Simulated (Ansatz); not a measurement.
# Reading a saddle point

A first-order saddle point of AlH₂Cl, singlet, PBE0-D4/def2-TZVP, with one imaginary mode of 801i cm⁻¹:

```
atom    x (Å)    y (Å)    z (Å)
 Al1  -0.3431   0.5363   0.6872
 Cl2   0.8459  -0.6582  -1.2578
  H3   0.9534   0.6871  -0.4787
  H4  -1.4562  -0.5653   1.0493
```

Program: Ansatz 0.2.0. Basis: def2-TZVPP and def2-QZVPP. Cores are frozen in the correlated methods. Extrapolation: Hartree–Fock as exp(−7.88 √X), correlation as X^−2.97.

Q: Which contacts change along the imaginary mode, and what lies on either side? (Judge from chemistry; the calculation decides.)

A: Computed: The step is AlH₂Cl ([AlH2][Cl]) → AlH + HCl, with the molecules in contact on both sides. Shortening one way: Cl2–H3; lengthening the same way: Al1–Cl2, Al1–H3.
```
   pair  one side (Å)  saddle (Å)  other side (Å)
 Cl2–H3          3.15        1.56            1.28
Al1–Cl2          2.10        2.57            2.88
 Al1–H3          1.58        1.75            3.40
```

Q: Which side is lower, and how far does the saddle lie above each? (To be estimated.)

A: The calculation gives: The side with Al1–Cl2, Al1–H3 short is lower by 2.796 eV; the saddle lies 3.250 eV above it and 0.454 eV above the other (CCSD(T) at an estimated basis limit (MP2 extrapolated from triple and quadruple zeta, plus CCSD(T) − MP2 in triple zeta); electronic energies).

No T1 diagnostic of these runs exceeds 0.015. The restricted Hartree–Fock reference is unstable towards an unrestricted one at one or more of these structures.

Labels in which every atom is bracketed show which atoms are joined, not bond orders.

For scale, one of the runs: CCSD(T)/def2-TZVPP, 112 basis functions (an equivalent command: `ansatz run in.yaml --threads 2`). Hardware: 2 CPU threads, shared host. Wall time about 1.8 s.
